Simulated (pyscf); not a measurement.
# Routes from H₂S + SiH₄

Candidate steps break at most two bonds and form at most two. Each was searched with GFN2-xTB (tblite) first. Single points on ωB97X-D3(BJ)/def2-SVP structures (PySCF, gas phase). Energies: ωB97M-D3(BJ)/def2-TZVP, kcal/mol, from the separated reactants, singlet surface; ΔG‡ with ideal gas, 1 atm, RRHO with modes under 100 cm⁻¹ raised to 100, one conformer, R ln 2 for chiral ones without a mode under 150 cm⁻¹.

| products | type | ΔE‡ | ΔE | ΔG‡ 298 K | ΔG‡ 900 K | ν‡ (cm⁻¹) |
|---|---|---|---|---|---|---|
| H₃Si–SH + H₂ | four-centre exchange | 49.9 | -7.4 | 57.5 | 74.4 | 1481i |
| H₂S + SiH₄ | four-centre exchange | 74.3 | 0.0 | 79.7 | 93.7 | 2503i |

Plain bond fissions and candidates not yet searched are not listed, and one of them may be faster. Each barrier is that of the saddle found; lower ones may exist.
